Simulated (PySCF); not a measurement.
Static response to an electric field

C₃H₇P.
Cartesian coordinates in Å at the GFN2-xTB level; atoms count from 1:
```
atom  x, y, z in Å
C1    -1.0592   -0.7899   -0.1904
C2    -0.7107    0.6328    0.0700
C3     0.5076    1.1395    0.2177
P4     2.1099    0.2592    0.1463
H5    -0.1719   -1.4157   -0.2482
H6    -1.7053   -1.1647    0.6036
H7    -1.6097   -0.8703   -1.1278
H8    -1.5612    1.3021    0.1421
H9     0.6155    2.2016    0.4045
H10    1.7477   -0.8124    0.9637
H11    1.8427   -0.4795   -1.0073
```

Level: PBE0/def2-SVPD (PySCF), static field, nuclei fixed, core orbitals frozen in the response. The polarisability tensor in these axes (au):

```
x   79.59  3.81  2.15
y    3.81 60.59  2.05
z    2.15  2.05 50.19
```

Q: What are the eigenvalues, a third of the trace, and Δα (Δα² = ½Σ(αi − αj)² over the three pairs)?

A: Principal values 49.73, 60.11 and 80.53 au; mean 63.45 au = 9.40 Å³ = 10.46 × 10⁻⁴⁰ C²·m²/J; Δα = 27.14 au (43 % of the mean).

Q: What is the dipole moment, and where does it point?

A: (-1.61, -0.50, -0.16) D, 1.70 D in size, pointing from the negative to the positive side. Measured along this direction, the outermost atoms are P4 at the negative end and H6 and H7 at the positive end.

Q: Rayleigh depolarisation ratio (linearly polarised light, static tensor)?

A: ρ = 3Δα²/(45ᾱ² + 4Δα²) = 2209.6/(181194 + 2946.2) = 0.012.

Q: Orientational against electronic polarisability at 500 K (dilute gas, rigid molecules)?

A: In Gaussian units μ²/3kT = 13.90 Å³ against 9.40 Å³, a ratio of 1.48; the Debye molar polarisation (4π/3)N_A(α + μ²/3kT) is 58.8 cm³/mol, leaving out the vibrational part.

Q: Traceless (Buckingham) quadrupole moment about the centre of nuclear charge: eigenvalues?

A: -2.25, -0.40, 2.65 D·Å. The values depend on the origin, since the dipole doesn't vanish. The electronic extent ⟨r²⟩ about the same centre is 463 bohr², a root-mean-square distance of 1.80 Å for the 40 electrons.

Q: Find the Langevin capture rate constant for NO+ (29.998 u) meeting this molecule (74.029 u), k = 2.342 × 10⁻⁹ cm³/s × √(α in Å³ / reduced mass in u).

A: The reduced mass is 21.35 u, so k = 1.55 × 10⁻⁹ cm³/s. The formula leaves out the permanent dipole, which adds to the capture rate.

Q: Form Σ f/ω² (atomic units) for the 8 lowest TDDFT singlets, given as eV and f, and set it beside the mean polarisability, which is this sum over all singlets: 5.50, 0.0105; 6.52, 0.2043; 6.86, 0.0882; 6.96, 0.0005; 7.12, 0.0001; 7.31, 0.1181; 7.47, 0.0031; 7.71, 0.0253.

A: They add up to 7.20 au, 11.3 % of the 63.45 au; the largest single term is 3.56 au, from the state at 6.52 eV. Terms in order: 0.26, 3.56, 1.39, 0.01, 0.00, 1.63, 0.04, 0.32 au. Higher excitations give the rest. The strengths listed sum to 0.450.

The structure is a single GFN2-xTB conformer in the gas phase; no vibrational or solvent corrections.
